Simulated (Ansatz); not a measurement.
A made-up structure of CH7OSi (charge +1), closed shell:

```
atom    x (Å)    y (Å)    z (Å)
  O1  -1.1520   0.3313  -0.4124
  C2   0.2773   0.6150  -0.3060
 Si3   0.5758  -0.6421   0.7367
  H4  -1.4598  -0.6336  -0.6840
  H5  -1.3818   0.8993  -0.9585
  H6   0.4024   1.6818   0.1562
  H7   0.8463   0.5148  -1.3169
  H8  -0.0753  -1.9918   0.1724
  H9  -0.0449  -0.2358   2.1295
 H10   2.0121  -0.5389   0.4830
```

It is relaxed with PBE-D4/def2-SVP and then PBE0-D4/def2-TZVP (Ansatz 0.2.0). Atoms count as bonded within 1.22 times the sum of their covalent radii (H–H: 0.88 Å). The end point is not checked to be a true minimum.

Does its bonding change? (A judgement: the text doesn't fix the answer.)

By the calculation: No: no bond forms or breaks.

Where it ends: The first stage lowers the energy by 3.19 eV in 8 steps. It ends as CH₇OSi ([OH2][CH2][SiH3]), total charge +1:
O1  (-1.295, 0.474, -0.594)
C2  (0.196, 0.614, -0.338)
Si3  (0.757, -0.757, 0.888)
H4  (-1.561, -0.435, -0.822)
H5  (-1.656, 1.104, -1.242)
H6  (0.283, 1.622, 0.065)
H7  (0.683, 0.553, -1.312)
H8  (0.128, -1.989, 0.343)
H9  (0.235, -0.421, 2.227)
H10  (2.229, -0.766, 0.784)
(Å)

Labels in which every atom is bracketed show which atoms are joined, not bond orders.

For scale, one of the runs: PBE0-D4/def2-TZVP relaxation, 141 basis functions, launched by `ansatz run in.yaml --threads 2 --pin off --events-out ev --progress --plain --max-ram 4352MiB`. The run took about 26 s on 2 CPU threads of an Arm Neoverse V2 (shared host).
